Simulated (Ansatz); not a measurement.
Caution, from a PySCF single point (B3LYP-D3(BJ)/def2-TZVP) at this geometry: the restricted solution is unstable towards spin-unrestricted or complex orbitals, so a lower solution exists and this singlet may not be the ground state. This singlet lies 0.40 eV below the relaxed triplet at the level frozen-core CCSD(T)/cc-pVTZ // B3LYP-D3(BJ)/def2-TZVP (Ansatz, a quantum-chemistry and plane-wave program); other levels give the other order.

A geometry relaxed with B3LYP-D3(BJ)/def2-TZVP run with Ansatz, charge 0, multiplicity 1:

```xyz
6

H     -1.0139     0.0399     0.9498
H     -1.1039    -0.5095    -0.6840
Cl     2.1658     0.1070    -0.1376
H     -0.3271     1.0835    -0.3498
C      0.7391    -0.7780     0.2201
C     -0.4600     0.0570     0.0015
```

Write the SMILES of this molecule.

`C[C]Cl`
